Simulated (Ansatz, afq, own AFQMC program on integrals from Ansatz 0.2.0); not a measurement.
# Where AFQMC and coupled cluster stand for C2H5AlBr, doublet

```xyz
9

C    -0.1092   -0.3957    1.5047
C     0.3958    0.6289    0.4963
Al   -0.4586    0.6747   -1.2960
Br    0.3612    2.2493   -2.7453
H     0.4395   -0.3343    2.4591
H     0.0024   -1.4273    1.1345
H    -1.1764   -0.2525    1.7369
H     0.2969    1.6616    0.8810
H     1.4749    0.4982    0.2888
```

Basis def2-SVP. Noble-gas cores (and the filled d shells of Ga–Kr and In–Xe) are frozen. Integrals, coupled cluster, full CI and functionals: Ansatz 0.2.0; the random walks run on the same integrals in our own AFQMC program. ph-AFQMC/CISD is guided by a CISD state made of CCSD amplitudes; releasing the constraint for a short imaginary time cuts its bias at the price of noise, slowly where states lie close. Error bars are statistical, one sigma. No spin–orbit coupling.

Determinant: UHF, the one that the program's search chose, which needn't be the lowest solution. The geometry is a PBE0/def2-SVP stationary point of this or a neighbouring charge and spin state.

No full CI on the walks' own integrals is used here. The released AFQMC energy serves as the reference, which it does only where one determinant dominates, the energy is flat over the last release times and near the phaseless one (40 meV or 2 meV an electron, half that with transition metals). On small molecules, where full CI could be run and the noise was under 10 meV, such values lay within 10 meV of it in 19 cases of 20, a flattering rate, since the rule was set on those same cases; what remains of the bias isn't in the error bar.

Cautions: no relativity below Rb; no spin-orbit coupling; inner d shell frozen; the ph-AFQMC/CISD walk drifts between its halves (2.1 errors); the released value is read at 0.90 1/Eh with a noise of 14 meV, more than in the cases checked (meV from the phaseless value at times in 1/Eh: -7 ± 13 at 0.21, -12 ± 11 at 0.42, -13 ± 13 at 0.63, -26 ± 14 at 0.90).

```
T1 diagnostic                               : 0.0120
weight of the determinant in the CISD state : 0.816
⟨S²⟩ of the determinant                     : 0.757
size of the correlated space                : 23 electrons in 82 orbitals
```

Reference: AFQMC with the constraint released, correlation energy -13.978 ± 0.014 eV.

```json
{"level": "HF", "E − E(reference) (kcal/mol)": "322.34 ± 0.32", "share of correlation (%)": "0.00"}
{"level": "MP2", "E − E(reference) (kcal/mol)": "39.40 ± 0.32", "share of correlation (%)": "87.78"}
{"level": "CCSD", "E − E(reference) (kcal/mol)": "10.30 ± 0.32", "share of correlation (%)": "96.81"}
{"level": "CCSD(T)", "E − E(reference) (kcal/mol)": "1.41 ± 0.32", "share of correlation (%)": "99.56"}
{"level": "ph-AFQMC/CISD", "E − E(reference) (kcal/mol)": "0.60 ± 0.37", "share of correlation (%)": "99.81"}
```

Released energies are given only where the last usable release times agree within the noise; a slower fall can still hide under it.
